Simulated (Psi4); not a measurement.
# OMP3/6-31G (density fitting, density fitting for correlation) run of BPH4 (SMILES BP)

Aim: a structure relaxation of BPH4. 

The results are computed with Psi4 1.11.

3 further runs of the same task are left out: 1 that didn't finish, 2 set aside as unsound or not needed.

## 1. The structure to begin with

BPH4 has 6 atoms, charge 0, and is taken as a singlet. As SMILES, `BP`. Geometry: relaxed at GFN2-xTB. The run starts from this shape.

Bond lengths: B1–P2 1.841 Å, B1–H3 1.169 Å, B1–H4 1.169 Å, P2–H5 1.378 Å, P2–H6 1.378 Å. Angles: B1–P2–H5 103.7°, B1–P2–H6 103.7°, P2–B1–H3 119.5°, P2–B1–H4 119.5°, H5–P2–H6 96.8°, H3–B1–H4 120.3°.

## 2. A geometry optimisation at OMP3/6-31G (density fitting, density fitting for correlation)

File calc.in:

```
memory 1.6 GB

molecule {
  0 1
  B      0.002660    -0.867960     0.118880
  P      0.378740     0.928770     0.259630
  H     -0.777460    -1.351190     0.842930
  H      0.659230    -1.540870    -0.575930
  H      0.599110     1.319050    -1.043720
  H     -0.862270     1.512200     0.398210
  symmetry c1
}

set {
  freeze_core   true
  mp_type       df
  scf_type      df
  geom_maxiter  40
  g_convergence molpro
}

optimize("omp3/6-31G")
print_variables()
```

Run with:

```sh
psi4 calc.in calc.out -n 1
```

calc.out:

```text
[...]
  Running in c1 symmetry.
[...]
  Nuclear repulsion =   46.914828234982416
[...]
  Multiplicity = 1
[...]
  Nalpha       = 12
  Nbeta        = 12
[...]
    Number of basis functions: 30
[...]
   @DF-RHF iter   1:  -367.61426840180383   -5.25796e-01   5.00447e-03 ADIIS/DIIS
[...]
	Warning: cc_lambda option is changed to TRUE
	For this residual convergence, default PCG convergence is:     1.00e-07
[...]
	DF-MP2 Total Energy (a.u.)         :  -367.75724428694303
[...]
	DF-MP3 Total Energy (a.u.)         :  -367.77846569592026
[...]
	successfully set the error vectors...
	successfully set the guess vectors...
[...]
	Warning: cc_lambda option is changed to TRUE
	For this residual convergence, default PCG convergence is:     1.00e-07
[...]
	successfully set the error vectors...
	successfully set the guess vectors...
[...]
   @DF-RHF iter  10:  -367.64856840042927    5.68434e-14   2.38352e-11 DIIS
[...]
    Orbital Energies [Eh]
    ---------------------
    Doubly Occupied:
       1A    -79.929414     2A     -7.632395     3A     -7.493535
       4A     -5.387423     5A     -5.387220     6A     -5.384306
       7A     -0.872496     8A     -0.678534     9A     -0.554096
      10A     -0.488575    11A     -0.475366    12A     -0.353751
[...]
  @DF-RHF Final Energy:  -367.64856840042927
   => Energetics <=
    Nuclear Repulsion Energy =             45.4185098096934183
    One-Electron Energy =                -596.8599345007758075
    Two-Electron Energy =                 183.7928562906531056
    Total Energy =                       -367.6485684004292693
[...]
 Multipole Moments:
 ------------------------------------------------------------------------------------
     Multipole            Electronic (a.u.)      Nuclear  (a.u.)        Total (a.u.)
 ------------------------------------------------------------------------------------
 L = 1.  Multiply by 2.5417464519 to convert [e a0] to [Debye]
 Dipole X            :          0.6757724           -1.0046985           -0.3289261
 Dipole Y            :          0.7007771           -0.7544840           -0.0537070
 Dipole Z            :          0.5908584           -0.9169050           -0.3260466
 Magnitude           :                                                    0.4662437
[...]
	Warning: cc_lambda option is changed to TRUE
	For this residual convergence, default PCG convergence is:     1.00e-07
[...]
	DF-MP2 Total Energy (a.u.)         :  -367.76370578952907
[...]
	DF-MP3 Total Energy (a.u.)         :  -367.78551064129090
[...]
	successfully set the error vectors...
	successfully set the guess vectors...
[...]
	DF-MP3 Total Energy (a.u.)         :  -367.78741706899291
[...]
	DF-OMP3 Total Energy (a.u.)        :  -367.78741706899751
[...]
    Final optimized geometry and variables:
    Molecular point group: c1
    Full point group: C1
    Geometry (in Angstrom), charge = 0, multiplicity = 1:
    B           -0.222947246881    -1.333294472926    -0.047485528463
    P            0.117735467510     0.527382969708     0.048718484118
    H           -1.002424119659    -1.820546502136     0.719555329543
    H            0.475920250745    -2.015780379575    -0.739690895565
    H            0.466207393276     0.991486657612    -1.263380319862
    H           -1.122662858776     1.201312284683     0.304961059963
  Variable Map:
  ----------------------------------------------------------------------------
  "CURRENT CORRELATION ENERGY"       =>      -0.138848668568
  "CURRENT ENERGY"                   =>    -367.787417068998
[...]
```

Standard output:

```text
Optimizer: Optimization complete!
```

Run time: 74 s. Hardware: 1 thread of AMD EPYC 7B13 (Zen 3), shared host; peak memory 0.62 GiB.

Step by step:

| step | energy from the first frame kept (eV) | largest force (eV/Å) |
| --- | --- | --- |
| 0 | 0.0000 | 1.5252 |
| 1 | -0.1925 | 0.1118 |
| 2 | -0.1873 | 0.3824 |
| 3 | -0.1947 | 0.0596 |
| 4 | -0.1951 | 0.0290 |
| 5 | -0.1952 | 0.0139 |
| 6 | -0.1952 | 0.0088 |

After the run. Bond lengths: B1–P2 1.894 Å, B1–H3 1.197 Å, B1–H4 1.197 Å, P2–H5 1.435 Å, P2–H6 1.435 Å. Angles: B1–P2–H5 108.4°, B1–P2–H6 108.4°, P2–B1–H3 119.0°, P2–B1–H4 119.0°, H5–P2–H6 102.8°, H3–B1–H4 121.2°.

## 3. What came out

At OMP3/6-31G (density fitting, density fitting for correlation), 6 core orbitals frozen:

```
                                   quantity          value
                    total energy at the end  -367.78742 Eh
        HOMO energy (Hartree–Fock orbitals)       -9.63 eV
        LUMO energy (Hartree–Fock orbitals)        2.11 eV
      HOMO–LUMO gap (Hartree–Fock orbitals)       11.74 eV
correlation energy (6 core orbitals frozen)     -138.8 mEh
```

In words: At the final geometry: Bond lengths: B1–P2 1.894 Å, B1–H3 1.197 Å, B1–H4 1.197 Å, P2–H5 1.435 Å, P2–H6 1.435 Å. Angles: B1–P2–H5 108.4°, B1–P2–H6 108.4°, P2–B1–H3 119.0°, P2–B1–H4 119.0°, H5–P2–H6 102.8°, H3–B1–H4 121.2°. The optimisation took 7 steps and changed the energy by -0.195 eV.
